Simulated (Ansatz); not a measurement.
# Anthracene C14H10

Calculation: LDA in Ansatz (plane waves, PAW).

Cell: relaxed at this level.

```
Item                     Value
-------------------  ---------
lattice energy       92 kJ/mol
volume per molecule  207.07 Å³
```

Note: the volume lies 9 % below that of the published cell.

The computed numbers hold no vibrational or temperature effects.

Ansatz is a first-principles code.
